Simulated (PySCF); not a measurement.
# Bonding in difluoroacetate

Difluoroacetate, C2HF2O2 (charge -1).
Atom-mapped SMILES: `[O:1]=[C:2]([O-:3])[CH:4]([F:5])[F:6]` (hydrogens: H7 on C4)

Structure used (PBE0-D3(BJ)/def2-SVP), in Å, numbered top down from 1:
```xyz
7
C2HF2O2 angstrom
O      1.2473   -1.3260   -0.1746
C      0.9432   -0.1314   -0.0011
O      1.6286    0.8765    0.2151
C     -0.5989    0.0784   -0.0673
F     -1.1976   -0.3815    1.0772
F     -0.9796    1.3811   -0.1910
H     -1.0364   -0.4874   -0.9124
```

Bond orders from the PBE0/pcSseg-1 density (PySCF). Geometry: PBE0-D3(BJ)/def2-SVP, one conformer, isolated ion. The pcSseg-1 basis has no diffuse functions, a weakness for an anion.

**Question.** Where do the orders between heavy atoms depart from those drawn in the SMILES?

**Answer.** The largest departure is 0.779, at C2–O3 (drawn single, 1.779). Drawn single, order above 1.12: C2–O3 (1.779). Drawn single, order below 0.88: C2–C4 (0.855). The SMILES, with its formal charges, is one Lewis structure only.

**Question.** Give the Mayer order of every bond, beside its length.

**Answer.** 
```
 bond  drawn as  length (Å)  Mayer order
O1–C2    double       1.245        1.722
C2–O3    single       1.238        1.779
C2–C4    single       1.558        0.855
C4–F5    single       1.371        0.913
C4–F6    single       1.363        0.934
C4–H7    single       1.107        0.945
```

Bonds between the same two heavy elements. C–O: lowest O1–C2 (1.722, 1.245 Å), highest C2–O3 (1.779, 1.238 Å). C–F: lowest C4–F5 (0.913, 1.371 Å), highest C4–F6 (0.934, 1.363 Å).

**Question.** Sum the orders of all bonds at each heavy atom with more than one neighbour and set the sums beside the valence in the SMILES.

**Answer.** C2 4.356 (drawn 4), C4 3.647 (drawn 4). Orders between atoms that aren't bonded are not in these sums.

For a closed shell the Mayer order of atoms A and B is Σ (PS)μν (PS)νμ over the basis functions μ on A and ν on B, with P the density and S the overlap matrix.

These values come from a run that also computed NMR shieldings. Hardware: x86-64 server, one thread (shared host). Cost: 7.1 s.
